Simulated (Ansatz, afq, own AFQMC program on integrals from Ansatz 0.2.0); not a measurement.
**Where AFQMC and coupled cluster stand for NH3⁺, doublet**

```xyz
4

N    -0.0528   -0.0007    0.0000
H     1.8630    0.0250   -0.0001
H    -0.5767    0.8792   -0.0028
H    -0.5529   -0.8944    0.0028
```

Basis 6-31G. Only valence electrons are correlated. AFQMC by an in-house program on the Cholesky factors that Ansatz 0.2.0 writes for its CCSD(T) run. The CISD trial takes its coefficients from CCSD amplitudes. Released means that phaseless walkers are propagated on without the constraint, phases kept. Error bars are statistical, one sigma.

Determinant: ROHF, the one that the program's search chose, which needn't be the lowest solution. The geometry is a point of a scan.

Full CI on the same integrals is exact in this basis and with this determinant's frozen core.

Cautions: a spin-contaminated unrestricted determinant lies lower (UHF 722 meV lower, ⟨S²⟩ 1.31); strong correlation (T1 0.052, weight of the determinant 0.87, largest double 0.21); the released energies are still falling, so no released level is given (meV from the phaseless value at times in 1/Eh: -2 ± 3 at 0.24, -3.4 ± 2.2 at 0.51, -6.5 ± 2.2 at 0.99, -6.6 ± 1.9 at 1.62, -13 ± 3 at 2.40), though the last usable value meets full CI within the noise.

* T1 diagnostic: 0.0522
* weight of the determinant in the CISD state: 0.872
* size of the correlated space: 7 electrons in 14 orbitals

| level | correlation energy (eV) |
| --- | --- |
| MP2 | -2.9073 |
| CCSD | -3.6523 |
| CCSD(T) | -3.7307 |

**Question.** Estimate where phaseless AFQMC with the Hartree–Fock trial lies against CCSD(T) on the same integrals.

**Answer.** 15.5 ± 3.9 kJ/mol below CCSD(T).

Reference: full CI, correlation energy -3.747 eV.

```csv
level,E − E(reference) (kJ/mol),share of correlation (%)
CCSD(T),1.5,99.57
CCSDT,0.8,99.78
CCSDT(Q),0.0,100.00
CCSDTQ,0.0,99.99
ph-AFQMC/HF,-13.9 ± 3.9,103.85
ph-AFQMC/CISD,1.3 ± 0.4,99.65
```

CCSDT and higher add their correlation energy to the determinant of the CCSD(T) run, since their own runs factorise the integrals more tightly (a shift of under 2 meV). A walk keeps the symmetry of its determinant, which the program's search chose and which needn't be the lowest solution, so a lower state of the same spin and another symmetry isn't excluded.
